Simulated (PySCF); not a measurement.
## Predicted spectroscopic data

PySCF calculation with GFN2-xTB structure, B3LYP/pcJ-1 coupling constants (spin–dipole term left out of most H,H and C,H couplings) and PBE0/pcSseg-1 with gauge-including orbitals; non-relativistic Hamiltonian, no solvent, fast rotation and ring inversion assumed for equivalent nuclei, one conformer.

Scale: 1H (31.72 ppm), 13C (186.93 ppm) against TMS (reference shieldings calculated alike). Multiplet labels drop J under 1 Hz and among equivalent protons, and merge close values. Unscaled 3J(H,H) run several per cent high. Where no couplings were computed, multiplicities follow the n + 1 count of equivalent neighbours, and m marks all less simple cases (inequivalent or close neighbours, rings, F or P nearby). One-bond C–F couplings are unscaled and too large by tens of Hz. Shifts are as computed. Against solution values, carbons near 30 ppm lie about +3 ppm off and those near 130 ppm about +5 ppm. Of 1211 compounds with measured shifts, 218 miss one by over three times the rms of a fit or turn the order of signals round; such compounds aren't used in these exercises.

**1.** `Fc1ccccc1`, C₆H₅F. 1H NMR (500 MHz, computed): δ 7.66 (ddd, J = 9.5, 8.5, 5.1 Hz, 2H), 7.39 (t, J = 8.5 Hz, 1H), 7.37 (dd, J = 9.5, 9.1 Hz, 2H). 13C{1H} NMR (computed): δ 173.1 (C, d, J = 311.2 Hz), 135.7 (CH, d, J = 5.1 Hz), 128.9 (CH), 121.4 (CH, d, J = 17.5 Hz).

**2.** `C/C(=C\C)COC`, C₆H₁₂O. 1H NMR (500 MHz, computed): δ 5.73 (q, 1H), 3.91 (s, 2H), 3.24 (s, 3H), 1.83 (d, 3H), 1.83 (s, 3H). 13C{1H} NMR (computed): δ 140.3, 133.0, 82.2, 57.2, 16.8, 14.1.
